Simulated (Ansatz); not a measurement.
C₃H₄FNO (`C=N/C(O)=C/F`) at its PBE0-D4/def2-TZVP geometry, where that method's forces vanish. Charge 0, multiplicity 1.

```xyz
10

C    -1.1114    0.1404   -1.2655
N    -1.0456   -0.1423   -0.0344
C     0.1501   -0.0007    0.6583
O     0.0212    0.4772    1.9118
C     1.3290   -0.3923    0.1699
F     2.4418   -0.3316    0.9066
H    -0.2687    0.5532   -1.8289
H    -2.0477   -0.0315   -1.7921
H    -0.9237    0.5685    2.0785
H     1.4550   -0.8409   -0.8042
```

(1) What forces (eV/Å) does r2SCAN-D4/def2-TZVPP give on these atoms in Ansatz 0.2.0? (Estimate.)

Answers

(1) Computed: 
```
C1  -0.074  0.088 -0.423
N2  -0.013 -0.103  0.376
C3  -0.252  0.022 -0.106
O4   0.072  0.088  0.298
C5   0.021 -0.101 -0.357
F6   0.266  0.004  0.222
H7   0.017  0.005 -0.014
H8   0.009 -0.009  0.001
H9  -0.053  0.006 -0.005
H10  0.006  0.001  0.007
```
